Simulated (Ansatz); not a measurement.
# FH₅NSi+ (SMILES [NH3+][SiH2]F): a short trajectory

The task is to watch the atoms for 80 steps of 0.5 fs, started with velocities for 700 K and run at constant energy.

Computed with Ansatz 0.2.0, Gaussian basis. Level: PBE0-D4/def2-SVP.

1 further run of the same task is left out (it didn't finish).

### 1 The starting structure

SMILES `[NH3+][SiH2]F`, 8 atoms, charge 1, spin multiplicity 1.

Atoms are counted from 1 here; the program's logs count them from 0.

Bond lengths: N1–Si2 1.922 Å, N1–H4 1.025 Å, N1–H5 1.025 Å, N1–H6 1.022 Å, Si2–F3 1.584 Å, Si2–H7 1.444 Å, Si2–H8 1.444 Å. Angles: Si2–N1–H4 110.9°, Si2–N1–H5 110.8°, Si2–N1–H6 113.8°, H4–N1–H5 106.3°, H4–N1–H6 107.3°, H5–N1–H6 107.4°, N1–Si2–F3 95.1°, N1–Si2–H7 103.5°, N1–Si2–H8 103.6°, F3–Si2–H7 110.8°, F3–Si2–H8 110.8°, H7–Si2–H8 127.3°.

Coordinates:

| atom | x (Å) | y (Å) | z (Å) |
| --- | --- | --- | --- |
| N1 | -0.5358 | 0.5894 | -0.4664 |
| Si2 | 0.5069 | -0.6042 | 0.6215 |
| F3 | 1.4298 | -1.1055 | -0.5645 |
| H4 | -1.0075 | 0.0788 | -1.2202 |
| H5 | 0.0644 | 1.2847 | -0.9223 |
| H6 | -1.2543 | 1.0995 | 0.0523 |
| H7 | 1.2343 | 0.2844 | 1.4964 |
| H8 | -0.4378 | -1.6271 | 1.0031 |

### 2 Dynamics

md/in.yaml reads:

```yaml
crystal:
  periodic: [false, false, false]
  atoms:
    - {symbol: N, position_ang: [-0.535820, 0.589390, -0.466360]}
    - {symbol: Si, position_ang: [0.506880, -0.604250, 0.621480]}
    - {symbol: F, position_ang: [1.429750, -1.105450, -0.564460]}
    - {symbol: H, position_ang: [-1.007460, 0.078820, -1.220220]}
    - {symbol: H, position_ang: [0.064380, 1.284690, -0.922250]}
    - {symbol: H, position_ang: [-1.254260, 1.099540, 0.052300]}
    - {symbol: H, position_ang: [1.234300, 0.284380, 1.496420]}
    - {symbol: H, position_ang: [-0.437760, -1.627130, 1.003090]}
basis:
  gaussian: {orbitals: def2-SVP}
total_charge: 1
hamiltonian: {xc: pbe0, dispersion: d4}
md: {n_steps: 80, timestep: 0.5, temperature: 700, ensemble: nve, seed: 861, initial_velocities: maxwell_boltzmann}
```

Command:

```sh
$ ansatz run in.yaml --threads 2 --pin off --events-out ev --progress --plain --max-ram 3481MiB
```

Before running it: what results should come out? Wanted: temperature at the start; mean temperature, second half; lowest and highest potential energy, from the first frame; largest change of potential + kinetic.

The runs gave:

| quantity | value |
| --- | --- |
| length | 80 steps, 40.0 fs |
| temperature at the start | 700 K |
| mean temperature, second half | 378 K |
| lowest and highest potential energy, from the first frame | 0 and 419 meV |
| largest change of potential + kinetic | 7.7 meV |

**Reading.** With no thermostat the total energy should stay fixed; it holds within 7.7 meV, small beside the kinetic energy, so the time step serves. The instant temperature ranges from 170 to 700 K, as energy passes between motion and strain. No bond breaks or forms, judged by distance.
